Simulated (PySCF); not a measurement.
## Working with the constants of Li2

RHF-CCSD(T) constants of Li2, ¹Σg⁺ (singlet), closed shell (PySCF, no relativity, basis sets Li def2-TZVP; masses 7.0160 and 7.0160 u):

```
ωe              : 320.0 cm⁻¹
ωexe            : 2.42 cm⁻¹
Be              : 0.63721 cm⁻¹
αe              : 0.00685 cm⁻¹
D (centrifugal) : 1.01e-05 cm⁻¹
De to Li + Li   : 0.84 eV
```

(1) Give the vibrational terms G(v) and spacings up to v = 6.

(2) How well does the Morse estimate ωe²/(4ωexe) reproduce De, and what is D0?

Measured values (Huber and Herzberg, Constants of Diatomic Molecules (1979)): ωe = 351.43 cm⁻¹, ωexe = 2.61 cm⁻¹, Be = 0.67264 cm⁻¹, αe = 0.00704 cm⁻¹.

Correlated steps freeze no core orbitals. Where the molecule has an RHF reference, its open-shell atoms are computed with UHF.

Results:

(1) G(v) = ωe(v+½) − ωexe(v+½)².

```
v  G(v) (cm⁻¹)  G(v) − G(v−1)  Bv (cm⁻¹)
0        159.4                    0.6338
1        474.6          315.2     0.6269
2        784.9          310.3     0.6201
3       1090.4          305.5     0.6132
4       1391.0          300.6     0.6064
5       1686.8          295.8     0.5995
6       1977.8          291.0     0.5927
```

(2) It gives 1.31 eV, 156 % of the computed De. D0 = De − G(0) = 0.84 − 0.02 = 0.82 eV.
